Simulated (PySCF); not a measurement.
Compound: Na2.
SMILES: `[Na][Na]`

Method used: PBE0-D3(BJ)/def2-SVP geometry optimisation, gas phase in PySCF.

Masses are those of the commonest isotopes; rigid-rotor values at the optimised geometry. 

Task: What are the moment of inertia and the rotational constant?

Result: I = 112.172 u·Å², B = 505379 MHz·u·Å²/I = 4505 MHz (0.1503 cm⁻¹, or 0.216 K as hB/k). For two atoms I = μr² with μ = 11.4949 u and r = 3.1238 Å.

Task: List the first levels of a rigid rotor in a Σ state.

Result: E(J) = BJ(J+1): J = 1: 0.301, J = 2: 0.902, J = 3: 1.803, J = 4: 3.006, J = 5: 4.509, J = 6: 6.312 cm⁻¹.

Task: Has it a pure rotational spectrum?

Result: Not by electric dipole: D∞h allows no dipole (computed 0.00 D). Rotational Raman lines (ΔJ = 2) lie at B(4J + 6), spaced by 4B = 0.601 cm⁻¹, with nuclear-spin weights that differ between even and odd J.

Task: Estimate the classical rotational partition function at 50 K, 200 K and 500 K.

Result: Point group D∞h, symmetry number σ = 2; q = kT/(σhB), k/h = 20836.6 MHz/K: 116 at 50 K, 462 at 200 K, 1160 at 500 K.

Stationary, but not proved a minimum. Zero-point vibration and centrifugal distortion are left out.
